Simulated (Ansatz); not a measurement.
**How basis sets differ on C2H3ClF2 (SMILES FCC(F)Cl)**

The species is C2H3ClF2 (8 atoms), meant as a singlet with charge 0. SMILES: `FCC(F)Cl`. Geometry: relaxed at PBE0-D4/def2-TZVP. This is one conformer, not always the lowest.

```xyz
8

F    -0.3561   -0.8152    1.5794
C     0.2980    0.0392    0.7250
C    -0.3208   -0.0689   -0.6448
F    -0.1046   -1.3022   -1.1626
Cl    0.4209    1.1539   -1.6942
H     0.1975    1.0612    1.0966
H     1.3532   -0.2414    0.6753
H    -1.3959    0.1163   -0.6306
```

Each level gives the dipole moment (D). The values are calculated.

```tsv
level	kind	program	value (D)	CPU time
SVWN5/x2c-SV(P)all (sfX2C)	LDA	Ansatz	1.34	1.7 s
SVWN5/x2c-SVPall (sfX2C)	LDA	Ansatz	1.34	1.8 s
SVWN5/x2c-TZVPall (sfX2C)	LDA	Ansatz	1.42	4.6 s
SVWN5/x2c-TZVPPall (sfX2C)	LDA	Ansatz	1.42	5.1 s
```

The values span 1.34 to 1.42 D. Magnitudes only. CPU times are rough (shared hosts, several kinds of processor and program).
